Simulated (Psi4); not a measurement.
# [NH2]− (SMILES [NH2-]): levels of theory compared

Wanted: a comparison of 5 runs (B3LYP/aug-cc-pVTZ, BHLYP/aug-cc-pVTZ, CAM-B3LYP/aug-cc-pVTZ, PBE0/aug-cc-pVTZ, wB97X/aug-cc-pVTZ) of [NH2]−. 

The calculation is run with Psi4 1.11.

1 further run of the same task is left out (it didn't finish).

## Step 1: The structure to begin with

[NH2]−: 3 atoms, total charge -1, spin state singlet. As SMILES, `[NH2-]`. One bond was lengthened or shortened from a relaxed shape.

Bond lengths: N1–H2 1.181 Å, N1–H3 1.027 Å. Angles: H2–N1–H3 101.8°.

## Step 2: A single-point energy at B3LYP/aug-cc-pVTZ (run 1)

The input, h2n.json:

```json
{
  "schema_name": "qcschema_input",
  "schema_version": 1,
  "molecule": {
    "schema_name": "qcschema_molecule",
    "schema_version": 2,
    "symbols": ["N", "H", "H"],
    "geometry": [0.70808794, -0.66825818, 0.32239673, 0.23716063, 1.51404857, 0.29479728, -0.82240125, -1.41507794, -0.60999414],
    "molecular_charge": -1,
    "molecular_multiplicity": 1,
    "fix_symmetry": "c1",
    "fix_com": true,
    "fix_orientation": true
  },
  "driver": "energy",
  "model": {
    "method": "b3lyp",
    "basis": "aug-cc-pVTZ"
  },
  "keywords": {
    "puream": true,
    "e_convergence": 1e-09,
    "d_convergence": 1e-08,
    "scf_type": "pk",
    "dft_radial_points": 99,
    "dft_spherical_points": 590
  }
}
```

The run is started by

```bash
psi4 --qcschema h2n.json -n 1 --memory 1600MB
```

stdout:

```text
[...]
  Running in c1 symmetry.
[...]
  Nuclear repulsion =    7.048926981147347
[...]
  Multiplicity = 1
[...]
  Nalpha       = 5
  Nbeta        = 5
[...]
    Number of basis functions: 92
[...]
   @RKS iter   1:   -55.41304547250539   -3.45845e-02   1.12955e-02 ADIIS/DIIS
[...]
   @RKS iter  11:   -55.92199426681999   -2.80167e-11   2.84555e-09 DIIS
[...]
    Orbital Energies [Eh]
    ---------------------
    Doubly Occupied:
       1A    -14.015032     2A     -0.485947     3A     -0.135672
       4A     -0.016502     5A      0.058234
[...]
  @RKS Final Energy:   -55.92199426681999
   => Energetics <=
    Nuclear Repulsion Energy =              7.0489269811473472
    One-Electron Energy =                 -92.2432949596629612
    Two-Electron Energy =                  35.5369630818323969
    DFT Exchange-Correlation Energy =      -6.2645893701367683
    Empirical Dispersion Energy =           0.0000000000000000
    VV10 Nonlocal Energy =                  0.0000000000000000
    Total Energy =                        -55.9219942668199863
[...]
 Multipole Moments:
 ------------------------------------------------------------------------------------
     Multipole            Electronic (a.u.)      Nuclear  (a.u.)        Total (a.u.)
 ------------------------------------------------------------------------------------
 L = 1.  Multiply by 2.5417464519 to convert [e a0] to [Debye]
 Dipole X            :         -5.3277533            4.3713750           -0.9563783
 Dipole Y            :          5.2741559           -4.5788366            0.6953193
 Dipole Z            :         -2.3993052            1.9415803           -0.4577250
 Magnitude           :                                                    1.2679277
[...]
```

The result, in JSON:

```text
{
 "driver": "energy",
 "model": {
  "method": "b3lyp",
  "basis": "aug-cc-pVTZ"
 },
 "success": true,
 "return_result": -55.921994266819986,
 "properties": {
  "calcinfo_nbasis": 92,
  "calcinfo_nmo": 92,
  "calcinfo_nalpha": 5,
  "calcinfo_nbeta": 5,
  "calcinfo_natom": 3,
  "nuclear_repulsion_energy": 7.048926981147347,
  "return_energy": -55.921994266819986,
  "scf_one_electron_energy": -92.24329495966296,
  "scf_two_electron_energy": 35.5369630818324,
  "scf_xc_energy": -6.264589370136768,
  "scf_dipole_moment": [-0.9563783319202503, 0.6953192934210364, -0.4577249979768401],
  "scf_total_energy": -55.921994266819986,
  "scf_iterations": 11
 }
}
```

It took 19 s on 1 thread of Intel Xeon at 2.50GHz (Skylake/Cascade Lake), shared host; peak memory 0.82 GiB.

## Step 3: Energy and gradient at BHLYP/aug-cc-pVTZ (run 2)

The input, h2n.xyz:

```xyz
3
H2N
N      0.374704    -0.353627     0.170605
H      0.125500     0.801200     0.156000
H     -0.435196    -0.748827    -0.322795
```

The input, run.py:

```python
import psi4

psi4.set_memory('1600 MB')
psi4.set_num_threads(1)
psi4.set_output_file('h2n.out', False)

with open('h2n.xyz') as f:
    atoms = ''.join(f.readlines()[2:])
m = psi4.geometry('-1 1\n' + atoms + 'symmetry c1')

psi4.set_options({
    'puream': True,
    'e_convergence': 1e-09,
    'd_convergence': 1e-08,
    'scf_type': 'pk',
    'dft_radial_points': 99,
    'dft_spherical_points': 590,
})

result, w = psi4.gradient("bhhlyp/aug-cc-pVTZ", return_wfn=True)
psi4.oeprop(w, "MULLIKEN_CHARGES", "MAYER_INDICES", "QUADRUPOLE", title="BHHLYP")
print('gradient / Eh bohr^-1')
print(result.np.round(6))
print(f'energy = {w.energy():.10f} Eh')
for k, v in sorted(psi4.core.scalar_variables().items()):
    print(f'{k:45s} {v:18.10f}')
```

The run is started by

```bash
python run.py
```

h2n.out:

```text
[...]
  Running in c1 symmetry.
[...]
  Nuclear repulsion =    7.048926975365097
[...]
  Multiplicity = 1
[...]
  Nalpha       = 5
  Nbeta        = 5
[...]
    Number of basis functions: 92
[...]
   @RKS iter   1:   -55.49365600230215   -2.64799e-01   9.56317e-03 ADIIS/DIIS
[...]
   @RKS iter  12:   -55.86946448063278   -5.41434e-12   3.47357e-09 DIIS
[...]
  @RKS Final Energy:   -55.86946448063278
   => Energetics <=
    Nuclear Repulsion Energy =              7.0489269753650969
    One-Electron Energy =                 -92.3074912699173353
    Two-Electron Energy =                  33.4059021001444876
    DFT Exchange-Correlation Energy =      -4.0168022862250252
    Empirical Dispersion Energy =           0.0000000000000000
    VV10 Nonlocal Energy =                  0.0000000000000000
    Total Energy =                        -55.8694644806327787
[...]
  -Total Gradient:
     Atom            X                  Y                   Z
    ------   -----------------  -----------------  -----------------
       1        0.016509139515    -0.070724729920    -0.000000000000
       2       -0.011467892169     0.077090239951     0.000000000000
       3       -0.005041156569    -0.006365354033    -0.000000000000
[...]
 Multipole Moments:
 ------------------------------------------------------------------------------------
     Multipole            Electronic (a.u.)      Nuclear  (a.u.)        Total (a.u.)
 ------------------------------------------------------------------------------------
 L = 1.  Multiply by 2.5417464519 to convert [e a0] to [Debye]
 Dipole X            :          0.5159057           -0.9610595           -0.4451538
 Dipole Y            :         -0.4986753            0.6253987            0.1267234
 Dipole Z            :         -0.0000000            0.0000000           -0.0000000
 Magnitude           :                                                    0.4628398
 L = 2.  Multiply by 1.3450342976 to convert [e a0^2] to [Debye ang]
 Quadrupole XX       :        -11.5955984            2.9445268           -8.6510716
 Quadrupole XY       :          0.0145363            0.7001271            0.7146634
[...]
  Mulliken Charges: (a.u.)
   Center  Symbol    Alpha    Beta     Spin     Total
       1     N     4.08341  4.08341  0.00000 -1.16683
       2     H     0.46298  0.46298  0.00000  0.07404
       3     H     0.45360  0.45360  0.00000  0.09279
   Total alpha =  5.00000, Total beta =  5.00000, Total charge = -1.00000
  Mayer Bond Indices:
[...]
```

The script printed:

```text
gradient / Eh bohr^-1
[[ 0.016509 -0.070725 -0.      ]
 [-0.011468  0.07709   0.      ]
 [-0.005041 -0.006365 -0.      ]]
energy = -55.8694644806 Eh
CURRENT ENERGY                                    -55.8694644806
CURRENT REFERENCE ENERGY                          -55.8694644806
DD SOLVATION ENERGY                                 0.0000000000
DFT FUNCTIONAL TOTAL ENERGY                       -55.8694644806
DFT TOTAL ENERGY                                  -55.8694644806
DFT VV10 ENERGY                                     0.0000000000
DFT XC ENERGY                                      -4.0168022862
GRID ELECTRONS ALPHA                                5.0000000572
GRID ELECTRONS BETA                                 5.0000000572
GRID ELECTRONS TOTAL                               10.0000001143
NUCLEAR REPULSION ENERGY                            7.0489269754
ONE-ELECTRON ENERGY                               -92.3074912699
PCM POLARIZATION ENERGY                             0.0000000000
PE ENERGY                                           0.0000000000
SCF ITERATION ENERGY                              -55.8694644806
SCF ITERATIONS                                     12.0000000000
SCF TOTAL ENERGY                                  -55.8694644806
TWO-ELECTRON ENERGY                                33.4059021001
XC GRID RADIAL POINTS                              99.0000000000
XC GRID SPHERICAL POINTS                          590.0000000000
XC GRID TOTAL POINTS                           171533.0000000000
```

It took 27 s on 1 thread of Intel Xeon at 2.50GHz (Skylake/Cascade Lake), shared host; peak memory 0.82 GiB.

Run 3 isn't shown in full; the table further down has it.

## Step 4: Energy and gradient at PBE0/aug-cc-pVTZ (run 4)

The input, calc.dat:

```
memory 1600 MB

molecule m {
  -1 1
  N      0.374704    -0.353627     0.170605
  H      0.125500     0.801200     0.156000
  H     -0.435196    -0.748827    -0.322795
  units angstrom
  symmetry c1
}

set basis aug-cc-pVTZ
set puream true
set e_convergence 1e-09
set d_convergence 1e-08
set scf_type pk
set dft_radial_points 99
set dft_spherical_points 590

E, wfn = gradient("pbe0", return_wfn=True)
oeprop(wfn, "MAYER_INDICES", "WIBERG_LOWDIN_INDICES", "LOWDIN_CHARGES")
```

The run is started by

```bash
psi4 -i calc.dat -o calc.out -n 1
```

calc.out:

```text
[...]
  Running in c1 symmetry.
[...]
  Nuclear repulsion =    7.048926975365097
[...]
  Multiplicity = 1
[...]
  Nalpha       = 5
  Nbeta        = 5
[...]
    Number of basis functions: 92
[...]
   @RKS iter   1:   -55.39179722987575   -1.07159e-01   1.05408e-02 DIIS/ADIIS
[...]
   @RKS iter  11:   -55.84376324042557   -1.24842e-11   4.31795e-09 DIIS
[...]
    Orbital Energies [Eh]
    ---------------------
    Doubly Occupied:
       1A    -14.077228     2A     -0.502736     3A     -0.142030
       4A     -0.022744     5A      0.053406
[...]
  @RKS Final Energy:   -55.84376324042557
   => Energetics <=
    Nuclear Repulsion Energy =              7.0489269753650969
    One-Electron Energy =                 -92.2474855579913822
    Two-Electron Energy =                  35.1744510848479734
    DFT Exchange-Correlation Energy =      -5.8196557426472539
    Empirical Dispersion Energy =           0.0000000000000000
    VV10 Nonlocal Energy =                  0.0000000000000000
    Total Energy =                        -55.8437632404255737
[...]
 Multipole Moments:
 ------------------------------------------------------------------------------------
     Multipole            Electronic (a.u.)      Nuclear  (a.u.)        Total (a.u.)
 ------------------------------------------------------------------------------------
 L = 1.  Multiply by 2.5417464519 to convert [e a0] to [Debye]
 Dipole X            :          0.5359718           -0.9610595           -0.4250877
 Dipole Y            :         -0.5025699            0.6253987            0.1228288
 Dipole Z            :         -0.0000000            0.0000000           -0.0000000
 Magnitude           :                                                    0.4424776
[...]
  -Total Gradient:
     Atom            X                  Y                   Z
    ------   -----------------  -----------------  -----------------
       1        0.007934080126    -0.068480254331     0.000000000000
       2       -0.010201342591     0.072166707189     0.000000000000
       3        0.002267418772    -0.003686084103    -0.000000000000
[...]
```

Wall time 28 s (1 thread of Intel Xeon at 2.50GHz (Skylake/Cascade Lake), shared host); peak memory 0.82 GiB.

## Step 5: Energy and forces at wB97X/aug-cc-pVTZ (run 5)

The input, job.py:

```python
import psi4

psi4.set_memory('1600 MB')
psi4.set_num_threads(1)
psi4.core.set_output_file('run.log', False)

mol = psi4.geometry("""
-1 1
N
H 1 1.1815
H 1 1.027407 2 101.75744
symmetry c1
no_reorient
no_com
""")

psi4.set_options({
    'puream': True,
    'e_convergence': 1e-09,
    'd_convergence': 1e-08,
    'scf_type': 'pk',
    'dft_radial_points': 99,
    'dft_spherical_points': 590,
})

energy_value, wavefunction = psi4.gradient("wb97x/aug-cc-pVTZ", molecule=mol, return_wfn=True)
psi4.oeprop(wavefunction, "WIBERG_LOWDIN_INDICES", "LOWDIN_CHARGES", "MAYER_INDICES")
print('gradient / Eh bohr^-1')
print(energy_value.np.round(6))
print(f'energy = {wavefunction.energy():.10f} Eh')
```

The run is started by

```bash
python job.py
```

run.log:

```text
[...]
  Running in c1 symmetry.
[...]
  Nuclear repulsion =    7.048924961376951
[...]
  Multiplicity = 1
[...]
  Nalpha       = 5
  Nbeta        = 5
[...]
    Number of basis functions: 92
[...]
   @RKS iter   1:   -55.51634928550716   -3.17368e-01   9.69701e-03 ADIIS/DIIS
[...]
   @RKS iter  13:   -55.89450842324514   -1.44240e-11   5.30989e-09 DIIS
[...]
    Orbital Energies [Eh]
    ---------------------
    Doubly Occupied:
       1A    -14.087759     2A     -0.606677     3A     -0.235914
       4A     -0.113761     5A     -0.035859
[...]
  @RKS Final Energy:   -55.89450842324514
   => Energetics <=
    Nuclear Repulsion Energy =              7.0489249613769509
    One-Electron Energy =                 -92.2548053855506396
    Two-Electron Energy =                  34.5815391671679038
    DFT Exchange-Correlation Energy =      -5.2701671662393510
    Empirical Dispersion Energy =           0.0000000000000000
    VV10 Nonlocal Energy =                  0.0000000000000000
    Total Energy =                        -55.8945084232451350
[...]
 Multipole Moments:
 ------------------------------------------------------------------------------------
     Multipole            Electronic (a.u.)      Nuclear  (a.u.)        Total (a.u.)
 ------------------------------------------------------------------------------------
 L = 1.  Multiply by 2.5417464519 to convert [e a0] to [Debye]
 Dipole X            :          0.4030423           -0.8244856           -0.4214433
 Dipole Y            :          0.5687785           -0.7968583           -0.2280798
 Dipole Z            :          0.0000000            0.0000000            0.0000000
 Magnitude           :                                                    0.4792023
[...]
  -Total Gradient:
     Atom            X                  Y                   Z
    ------   -----------------  -----------------  -----------------
       1       -0.002909831606     0.071076048974     0.000000000000
       2        0.003310189590    -0.075049553449     0.000000000000
       3       -0.000406080448     0.003990369152    -0.000000000000
[...]
```

On the terminal:

```text
gradient / Eh bohr^-1
[[-0.00291   0.071076  0.      ]
 [ 0.00331  -0.07505   0.      ]
 [-0.000406  0.00399  -0.      ]]
energy = -55.8945084232 Eh
```

Wall time 40 s (1 thread of Intel Xeon at 2.50GHz (Skylake/Cascade Lake), shared host); peak memory 0.89 GiB.

## Step 6: Overview of the runs

```
run                  level      task  energy (Eh)  HOMO energy (eV)  LUMO energy (eV)  HOMO–LUMO gap (eV)  wall time
  1      B3LYP/aug-cc-pVTZ    energy   -55.921994              1.58              3.50                1.91       19 s
  2      BHLYP/aug-cc-pVTZ  gradient   -55.869464              0.33              3.91                3.57       27 s
  3  CAM-B3LYP/aug-cc-pVTZ    energy   -55.890109              0.05              3.98                3.93       23 s
  4       PBE0/aug-cc-pVTZ  gradient   -55.843763              1.45              3.68                2.23       28 s
  5      wB97X/aug-cc-pVTZ  gradient   -55.894508             -0.98              4.69                5.67       40 s
```

## Step 7: Summary of results

| quantity | value |
| --- | --- |
| run 5: total energy | -55.89451 Eh |
| run 5: HOMO energy | -0.98 eV |
| run 5: LUMO energy | 4.69 eV |
| run 5: HOMO–LUMO gap (to an unbound level, set by the basis) | 5.67 eV |
| run 5: largest force on an atom | 3.863 eV/Å |

**Reading.** The HOMO–LUMO gap runs from 1.91 eV (B3LYP/aug-cc-pVTZ) to 5.67 eV (wB97X/aug-cc-pVTZ). The empty levels of an anion lie above zero and hang on the basis. Totals of different functionals can't be ranked against each other. In runs 1, 2, 3, 4 the HOMO lies above zero, so the outermost electron may be held by the basis alone. All runs together took 2.3 min, the longest 40 s.
